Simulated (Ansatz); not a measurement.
# How far each method lies from full CI for AlH3⁺, doublet

Geometry: a PBE0/def2-TZVP stationary point for this spin, not checked as a minimum.

```xyz
4

Al    0.0000    0.0571    0.0000
H     0.0000    0.2262   -1.5512
H     0.0000    0.2262    1.5512
H     0.0000   -1.9820    0.0000
```

Basis cc-pVDZ; Ansatz 0.2.0. Only valence electrons are correlated (noble-gas cores frozen), which leaves 5 electrons in 28 orbitals. Prefix R: restricted or restricted open-shell reference; prefix U: unrestricted. Active spaces: valence = (5e, 7o) chosen from the atoms' valence shells; pair = (3e, 3o) about the gap.

Full CI is exact within this basis and frozen core; it isn't the basis-set limit. The frozen core follows each run's orbitals, which can shift R against U totals by a few meV.

For open shells CISD is restricted-active-space CI with the open shells as a complete middle space.

* UHF ⟨S²⟩: 0.753
* T1 diagnostic (RCCSD): 0.0212
* largest doubles amplitude (RCCSD): 0.049
* T1 diagnostic (UCCSD): 0.0152

```
   level  E − E(RHF) (eV)
     UHF          -0.0171
    RMP2          -1.4456
    UMP2          -1.4512
   RCCSD          -1.9561
   UCCSD          -1.9564
RCCSD(T)          -1.9783
UCCSD(T)          -1.9784
```

Estimate how far full CI in cc-pVDZ lies from RCCSD(T). The table doesn't fix it; the size of (T) and the diagnostics are the guide.

Full CI in cc-pVDZ lies 0.25 kcal/mol below RCCSD(T), which is 49 % of the (T) step (-0.51 kcal/mol). The diagnostics give no warning, yet the rest is a sizeable part of (T).

The other levels:

| level | E − E(full CI) (kcal/mol) | share of correlation (%) | wall time |
| --- | --- | --- | --- |
| CISD | 1.67 | 96.36 | 0.57 s |
| BCCD(T) | 0.24 | 99.48 | 0.57 s |
| RCCSDT | 0.02 | 99.95 | – |
| UCCSDT | 0.02 | 99.95 | – |
| RCCSDT(Q) | 0.01 | 99.98 | 2.9 s |
| UCCSDT(Q) | 0.01 | 99.99 | 2.7 s |
| CASSCF (pair space) | 35.90 | 21.74 | – |
| NEVPT2 (pair space) | 11.93 | 73.98 | 0.45 s |
| MRCISD (pair space) | 1.11 | 97.57 | – |
| MRCISD+Q (pair space) | -0.36 | 100.80 | 0.6 s |
| CASSCF (valence space) | 21.80 | 52.47 | – |
| NEVPT2 (valence space) | 6.21 | 86.45 | 0.6 s |
| MRCISD (valence space) | 0.43 | 99.06 | – |
| MRCISD+Q (valence space) | -0.02 | 100.04 | 1.1 s |

The correlation energy at full CI, counted from RHF, is -1.989 eV. That run took 2.4 s on 1 thread of Arm Neoverse V1, shared host over 315,138 determinants.

Times hold each run's SCF and search for its determinant on a shared host, so for small cases they say little of a method's own cost; they ran on 1 thread of Arm Neoverse V1.

Not variational, and here over 5 meV under the exact energy: MRCISD+Q (pair space).

The full-CI state has the irrep A1 of C2v, in the program's axes.

Natural occupations of full CI about the gap: 1.954 1.941 1.000 0.038 0.014 0.011 0.011 0.008 0.008 0.005; effectively unpaired electrons, Σ n²(2−n)², 1.03.
